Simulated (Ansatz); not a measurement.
# BH₆NSi (SMILES B[SiH2]N): single points off equilibrium

The task here is to estimate one member of a computed series from the others.

Program: Ansatz 0.2.0, Gaussian basis. Level of theory: single points in def2-TZVPP. These are calculated values, not measurements.

Cores are frozen in the correlated methods. B3LYP uses VWN-RPA correlation.

### The starting structure

SMILES `B[SiH2]N`, 9 atoms, charge 0, spin multiplicity 1.

Atoms are counted from 1 here; the program's logs count them from 0.

Bond lengths: B1–Si2 1.937 Å, B1–H4 1.178 Å, B1–H5 1.192 Å, Si2–N3 1.725 Å, Si2–H6 1.493 Å, Si2–H7 1.470 Å, N3–H8 0.990 Å, N3–H9 1.006 Å. Angles: Si2–B1–H4 124.5°, Si2–B1–H5 121.2°, H4–B1–H5 114.2°, B1–Si2–N3 110.2°, B1–Si2–H6 110.7°, B1–Si2–H7 116.5°, N3–Si2–H6 112.8°, N3–Si2–H7 103.1°, H6–Si2–H7 103.2°, Si2–N3–H8 117.7°, Si2–N3–H9 118.4°, H8–N3–H9 109.9°.

Geometry (Å):

```mol
BH6NSi
  3D, bonds by distance, orders not assigned

  9  8  0  0  0  0  0  0  0  0999 V2000
   -1.0381    0.7666   -0.9826 B   0  0
    0.5628    0.2478   -0.0243 Si  0  0
    0.2905   -1.2218    0.8376 N   0  0
   -2.1031    0.2946   -0.8081 H   0  0
   -1.0041    1.5934   -1.8408 H   0  0
    1.0351    1.3571    0.8560 H   0  0
    1.7466   -0.0591   -0.8402 H   0  0
    1.0450   -1.5967    1.3567 H   0  0
   -0.5646   -1.3194    1.3576 H   0  0
  1  2  8  0
  1  4  8  0
  1  5  8  0
  2  3  8  0
  2  6  8  0
  2  7  8  0
  3  8  8  0
  3  9  8  0
M  END
```

Set-up of the first run:

The input, run/in.yaml:

```yaml
crystal:
  periodic: [false, false, false]
  atoms:
    - {symbol: B, position_ang: [-1.038100, 0.766600, -0.982600]}
    - {symbol: Si, position_ang: [0.562800, 0.247800, -0.024300]}
    - {symbol: N, position_ang: [0.290500, -1.221800, 0.837600]}
    - {symbol: H, position_ang: [-2.103100, 0.294600, -0.808100]}
    - {symbol: H, position_ang: [-1.004100, 1.593400, -1.840800]}
    - {symbol: H, position_ang: [1.035100, 1.357100, 0.856000]}
    - {symbol: H, position_ang: [1.746600, -0.059100, -0.840200]}
    - {symbol: H, position_ang: [1.045000, -1.596700, 1.356700]}
    - {symbol: H, position_ang: [-0.564600, -1.319400, 1.357600]}
basis:
  gaussian: {orbitals: def2-TZVPP}
correlation: {method: ccsd_t}
output: {forces: true}
```

The command line of these runs was not kept.

Steps of the session up to this table: CCSD(T)/def2-TZVPP; PBE0-D4/def2-TZVPP; wB97M-V/def2-TZVPP; r2SCAN-D4/def2-TZVPP; PBE-D4/def2-TZVPP; B3LYP-D4/def2-TZVPP; SPW92/def2-TZVPP.

One of the session's tables, all rows but one given; the rest of the session is left out.

| method | RMS force component (eV/Å) | angle to CCSD(T) forces (°) | dipole (D) |
| --- | --- | --- | --- |
| CCSD(T) | 0.474 | reference | 1.03 |
| PBE0-D4 | 0.434 | 11.5 | 1.05 |
| wB97M-V | 0.432 | 6.4 | 1.06 |
| r2SCAN-D4 | 0.426 | 12.7 | 1.08 |
| PBE-D4 | 0.455 | 24.6 | 1.08 |
| B3LYP-D4 | 0.432 | 6.5 | 1.05 |
| SPW92 | ? | ? | ? |

Q: Estimate the row for SPW92 from the others.

As computed: RMS force component (eV/Å): 0.487; angle to CCSD(T) forces (°): 41.0; dipole (D): 1.09. In the column «RMS force component (eV/Å)» it is the highest.
